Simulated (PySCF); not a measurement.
Species: C₄H₄FN.
SMILES with atom numbers: `[N:1]#[C:2][CH2:3]/[CH:4]=[CH:5]\[F:6]`

Geometry (PBE0-D3(BJ)/def2-SVP, Å), atoms numbered from 1 in this order:
```xyz
10
C4H4FN angstrom
N     -2.3220    1.8482   -0.0604
C     -1.7050    0.8753    0.0446
C     -0.9160   -0.3458    0.1893
C      0.4287   -0.0959    0.8077
C      1.5737   -0.3992    0.2051
F      1.6179   -0.9485   -1.0050
H     -0.7975   -0.8073   -0.8027
H     -1.5003   -1.0524    0.8039
H      0.4788    0.3615    1.7981
H      2.5654   -0.2346    0.6350
```

A calculation gives these core lines: C 1s: 291.46 (area 1), 292.43 (area 1), 292.78 (area 1), 293.48 (area 1) eV; N 1s: 405.19 eV; F 1s: 693.74 eV.

Method used: delta-SCF UKS SCAN, pcX-2 on the ionised atom, pcseg-1 elsewhere, spin-free X2C (PySCF 2.14.0). One conformer (not necessarily the lowest) at the PBE0-D3(BJ)/def2-SVP geometry, without solvent, vibrations or thermal averaging.

Problem. Which carbon gives which C 1s line?

Solution. 291.46 eV: C4 (alkene CH carbon); 292.43 eV: C2 (nitrile carbon); 292.78 eV: C3 (sp3 carbon next to a nitrile); 293.48 eV: C5 (vinylic C–F carbon). Lowest listed C 1s: C4, bonded to C (double bond), C and H. Highest, 2.02 eV above it: C5, bonded to F, C (double bond) and H. Summing the Pauling electronegativity differences to the bonded atoms, each weighted by its formal bond order, gives -0.35 for the lowest site and +1.08 for the highest; the largest sum, +1.47, belongs to C2, 1.05 eV below the top. The smallest sum, -0.70, belongs to C3, 1.32 eV above the lowest.

Bonded neighbours of each site: N1: C (triple bond); C2: N (triple bond) and C; C3: 2 C and 2 H; C4: C (double bond), C and H; C5: F, C (double bond) and H; F6: C.

Problem. What is the longest wavelength that can ionise C 1s of C3 vertically?

Solution. λ = hc/E = 12398.42 eV Å / 292.78 eV = 42.347 Å.
